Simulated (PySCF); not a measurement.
# propane: bond dissociation enthalpies at several levels

Structure: `CCC` (C3H8). Numbering: `[CH3:1][CH2:2][CH3:3]`

All levels share the PBE0-D3(BJ)/def2-SVP structures and the PBE0-D3(BJ)/def2-SVP thermal terms; only the single-point energies (PySCF) change. Values are bond dissociation enthalpies (298 K, kJ/mol).

```
                          level  C1–C2  C2–H  C1–H  abs. error   time
            BHandHLYP/def2-TZVP    335   393   410        35.3   12 s
 TPSS-D3(BJ)/def2-TZVP (grid 3)    343   398   416        27.6   45 s
TPSSh-D3(BJ)/def2-TZVP (grid 3)    343   399   416        27.4   37 s
          BLYP-D3(BJ)/def2-TZVP    346   391   411        24.8   24 s
         B3LYP-D3(BJ)/def2-TZVP    351   399   417        19.3   13 s
                 OPBE/def2-TZVP    352   389   411        18.7   24 s
                HSE06/def2-TZVP    354   388   407        16.5   31 s
              LC-ωPBE/def2-TZVP    354   390   408        16.3   27 s
          BP86-D3(BJ)/def2-TZVP    360   401   421        10.5   23 s
       PBE0-D3(BJ)/ma-def2-TZVP    362   391   410         8.8   15 s
         PBE0-D3(BJ)/def2-TZVPP    363   392   411         8.2   22 s
    PBE0-D3(BJ)/6-311++G(2d,2p)    363   392   411         8.2   15 s
          PBE0-D3(BJ)/def2-TZVP    363   391   410         8.1      –
          PBE0-D3(BJ)/6-311+G**    363   392   410         7.6  9.4 s
                B97-2/def2-TZVP    364   394   415         6.7   13 s
            PBE0-D3(BJ)/pcseg-1    368   392   412         2.3  5.8 s
        PBE0-D3(BJ)/aug-pcseg-1    369   392   410         1.7   12 s
            PBE0-D3(BJ)/cc-pVDZ    372   390   410         1.7  6.3 s
         ωB97X-D3(BJ)/def2-TZVP    374   405   422         3.4   15 s
           PBE0-D3(BJ)/def2-SVP    375   391   412         4.6  5.7 s
         PBE0-D3(BJ)/def2-SV(P)    379   387   406         7.7  4.4 s
             PBE0-D3(BJ)/6-31G*    380   398   417         9.3  4.4 s
                     ATcT 1.112    371   n/a   n/a
```

Times are wall times for all single points of a level on 1 thread of AMD EPYC 7B13, a shared host; the dash marks the run that also made the structures. BLYP, BP86, HSE06, LC-ωPBE, OPBE, TPSS ran on a slower path of this set-up, which computes the density-fitting integrals anew in every SCF cycle while the other levels store them. So the times needn't show the usual order of cost, and those levels read slower than they are.

The widest spread is that of C1–C2: 45 kJ/mol, from 335 to 380.
